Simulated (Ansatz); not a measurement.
A nudged elastic band was laid between two geometries of FH + H6Si2 (10 atoms, charge 0, multiplicity 1).

Theory: RKS PBE0-D4/6-31G* (Ansatz 0.2.0).

* movable images: 7
* climbing image: yes
* spring: 5.0 eV/Å²
* optimiser: quadratic models (default)
* start path: through a guess of the saddle point
* force threshold: 0.05 eV/Å
* iteration limit: 60
* end points: relaxed

First end point:

```xyz
10
Properties=species:S:1:pos:R:3
Si -0.101 0.287 -0.116
H -0.152 0.431 1.371
H 1.321 0.363 -0.545
H -0.827 1.458 -0.688
Si -1.101 -1.725 -0.781
H -1.726 -2.405 0.391
H -2.185 -1.467 -1.774
H -0.113 -2.650 -1.397
F 1.173 -2.151 1.253
H 0.614 -1.934 1.968
```

Last end point:

```xyz
10
Properties=species:S:1:pos:R:3
Si 0.260 0.146 -0.566
H -0.027 -2.047 2.982
H 1.186 0.308 -1.722
H -0.553 1.388 -0.429
Si -1.128 -1.704 -0.902
H -2.102 -1.873 0.211
H -1.885 -1.468 -2.167
H -0.336 -2.957 -1.052
F 1.153 -0.027 0.775
H 0.333 -1.559 2.552
```

**Question.** Which bonds break or form, and what moves?

**Answer.** Bonds broken: Si1–H2, F9–H10. Bonds formed: Si1–F9, H2–H10. FH + H6Si2 becomes FH5Si2 + H2.

**Question.** What energy profile does the band end with?

**Answer.** It converged. The highest image is number 3 of 0 to 8, 32.6 kcal/mol above the first end and 56.6 kcal/mol above the last; the last end lies 24.0 kcal/mol below the first. Neighbouring images differ by up to 1.8 eV, so the band resolves the path poorly. A vibrational analysis at the climbing image gives one clearly imaginary mode, 1191i cm⁻¹: a first-order saddle point. The orbitals stay closed-shell, which can raise the energy where a bond breaks towards radicals; this wasn't checked here.

```json
{"image": "0", "path coordinate (Å)": "0.00", "energy (kcal/mol)": "0.0", "Si1–H2 (Å)": "1.49", "F9–H10 (Å)": "0.93", "Si1–F9 (Å)": "3.07"}
{"image": "1", "path coordinate (Å)": "0.75", "energy (kcal/mol)": "0.3", "Si1–H2 (Å)": "1.50", "F9–H10 (Å)": "0.93", "Si1–F9 (Å)": "3.03"}
{"image": "2", "path coordinate (Å)": "1.50", "energy (kcal/mol)": "7.1", "Si1–H2 (Å)": "1.52", "F9–H10 (Å)": "0.95", "Si1–F9 (Å)": "2.54"}
{"image": "3", "path coordinate (Å)": "2.24", "energy (kcal/mol)": "32.6", "Si1–H2 (Å)": "1.70", "F9–H10 (Å)": "1.22", "Si1–F9 (Å)": "1.95"}
{"image": "4", "path coordinate (Å)": "3.32", "energy (kcal/mol)": "-8.3", "Si1–H2 (Å)": "2.50", "F9–H10 (Å)": "1.84", "Si1–F9 (Å)": "1.65"}
{"image": "5", "path coordinate (Å)": "4.40", "energy (kcal/mol)": "-22.5", "Si1–H2 (Å)": "3.23", "F9–H10 (Å)": "2.29", "Si1–F9 (Å)": "1.62"}
{"image": "6", "path coordinate (Å)": "5.48", "energy (kcal/mol)": "-23.7", "Si1–H2 (Å)": "3.71", "F9–H10 (Å)": "2.55", "Si1–F9 (Å)": "1.62"}
{"image": "7", "path coordinate (Å)": "6.55", "energy (kcal/mol)": "-23.9", "Si1–H2 (Å)": "4.06", "F9–H10 (Å)": "2.51", "Si1–F9 (Å)": "1.62"}
{"image": "8", "path coordinate (Å)": "7.63", "energy (kcal/mol)": "-24.0", "Si1–H2 (Å)": "4.18", "F9–H10 (Å)": "2.49", "Si1–F9 (Å)": "1.62"}
```

**Question.** What is the geometry of the highest image?

**Answer.** 
```xyz
10
Properties=species:S:1:pos:R:3
Si 0.108 -0.191 0.030
H 0.081 0.125 1.701
H 1.345 0.307 -0.618
H -0.805 1.008 -0.004
Si -1.159 -1.913 -0.900
H -2.042 -2.450 0.176
H -2.022 -1.410 -2.007
H -0.300 -3.022 -1.395
F 1.095 -1.558 1.002
H 0.600 -0.689 1.697
```

The band took 25 iterations and roughly 8 core-minutes.

Run time: 8 min on 1 thread of Arm Neoverse V1, on a shared host, peak memory 0.13 GiB.
